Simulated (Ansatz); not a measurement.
# Al2H2+ (quartet): the correlation ladder, def2-QZVPP

The task here is to estimate one member of a computed series from the others.

The runs use Ansatz 0.2.0, Gaussian basis; def2-QZVPP, core rule «outside noble gas», up to 10 orbitals frozen.

To be run: UHF; ROHF; CCSD(T) on UHF.

2 further runs of the same task are left out: 2 set aside as unsound or not needed.

### The system

The geometry is a PBE0/def2-TZVP stationary point (not a proven minimum) of the parent state, kept for this charge and spin.

4 atoms, charge 1, spin multiplicity 4.

Atoms are counted from 1 here; the program's logs count them from 0.

Bond lengths: Al1–Al2 2.300 Å, Al1–H3 1.575 Å, Al2–H4 1.575 Å. Angles: Al2–Al1–H3 180.0°, Al1–Al2–H4 180.0°.

Coordinates:

```
Al    0.00000    0.00000    1.15001
Al    0.00000    0.00000   -1.15001
H     0.00000    0.00000    2.72455
H     0.00000    0.00000   -2.72455
```

Set-up of the first run:

Contents of in.yaml:

```yaml
crystal:
  periodic: [false, false, false]
  atoms:
    - {symbol: Al, position_ang: [0.000000, 0.000000, 1.150006]}
    - {symbol: Al, position_ang: [0.000000, 0.000000, -1.150006]}
    - {symbol: H, position_ang: [0.000000, 0.000000, 2.724549]}
    - {symbol: H, position_ang: [0.000000, 0.000000, -2.724549]}
basis:
  gaussian: {orbitals: "def2-QZVPP.json"}
total_charge: 1
magnetization: {spin_polarized: true, initial_magnetization: 3}
hamiltonian: {xc: hf}
output: {orbitals: {seedname: orbitals}}
```

Run with:

```console
$ ansatz run in.yaml --threads 1 --pin off --events-out ev --progress --plain --max-ram 2393MiB
```

Among the steps run: UHF; ROHF; CCSD(T) on UHF.

One of the session's tables, all rows but one given; the rest of the session is left out.

```
  method  from UCCSD(T) (meV)
    ROHF                    ?
     UHF              +3503.0
    UMP2               +924.7
   UCCSD               +137.3
UCCSD(T)                    0
```

**Question.** Estimate the row for ROHF.

The run gave: from UCCSD(T) (meV): +3525.9. In the column «from UCCSD(T) (meV)» it is the highest.
